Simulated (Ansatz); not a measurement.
# An input for singlet AlH3

AlH3: 4 atoms, total charge 0, spin state singlet. SMILES of the parent species: `[AlH3-]`. The shape comes from GFN2-xTB, which is rough for such elements, and wasn't checked as a minimum. That shape belongs to the parent species and isn't relaxed for this state.

```xyz
4

Al   -0.1611    0.4553   -0.3073
H     0.4719    0.7541    1.2244
H    -1.3501   -0.6839    0.0505
H     1.0393   -0.5256   -0.9677
```

Settings wanted:

```json
{
 "basis set": "6-31G*",
 "task": "energy",
 "method": "DFT",
 "functional": "r2SCAN",
 "reference": "RKS",
 "accuracy": "high",
 "d and f functions": "spherical"
}
```

Task: Give an Ansatz 0.2.0 job that does this.

Result: One that was run (others would do as well):

job.yaml:
```yaml
crystal:
  periodic: [false, false, false]
  atoms:
    - symbol: Al
      position_ang: [-0.161060, 0.455350, -0.307260]
    - symbol: H
      position_ang: [0.471920, 0.754070, 1.224440]
    - symbol: H
      position_ang: [-1.350110, -0.683860, 0.050500]
    - symbol: H
      position_ang: [1.039250, -0.525560, -0.967690]
basis:
  gaussian: {orbitals: 6-31G_st_-spherical.json}
hamiltonian: {xc: {name: r2SCAN}}
accuracy: high
```

```bash
$ ansatz run job.yaml --threads 1 --pin off --max-ram 2610MiB --events-out events.jsonl --progress --plain --runs-dir runs
```

(Basis files named in the input come from the Basis Set Exchange and aren't shown.)

Calculated total energy: -244.08491 Eh.
